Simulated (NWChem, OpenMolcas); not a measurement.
CS (SMILES [C-]#[S+]): methods side by side

The species is CS (2 atoms), meant as a singlet with charge 0. As SMILES, `[C-]#[S+]`. Geometry: the measured bond length.

```xyz
2

C     0.0000    0.0000    0.0000
S     0.0000    0.0000    1.5349
```

Each level gives the dipole moment (D). The values are calculated.

**What was measured.** NIST CCCBDB gives the dipole moment of the gas as 1.98 D.

| level | kind | program | value (D) | computed − measured |
| --- | --- | --- | --- | --- |
| HF/cc-pVTZ | Hartree–Fock | OpenMolcas | 1.56 | -0.42 |
| BLYP/cc-pVTZ | GGA | OpenMolcas | 1.93 | -0.05 |
| PBE/cc-pVTZ | GGA | OpenMolcas | 1.92 | -0.06 |
| revPBE/cc-pVTZ | GGA | OpenMolcas | 1.89 | -0.09 |
| mPWPW91/cc-pVTZ | density functional | NWChem | 1.92 | -0.06 |
| BHLYP/cc-pVTZ | global hybrid | NWChem | 1.78 | -0.20 |
| M06-2X/cc-pVTZ | hybrid meta-GGA | OpenMolcas | 1.86 | -0.12 |
| wB97X/cc-pVTZ | range-separated hybrid | NWChem | 1.83 | -0.15 |

Nearest: BLYP/cc-pVTZ (-0.05 D); farthest: HF/cc-pVTZ (-0.42 D). The measured dipole is a vibrational average, so differences of a few hundredths of a debye mean little. Computed less measured by kind, in D (cc-pVTZ rows): Hartree–Fock -0.42; GGA -0.09 to -0.05; density functional -0.06; global hybrid -0.20 to -0.12; range-separated hybrid -0.15.
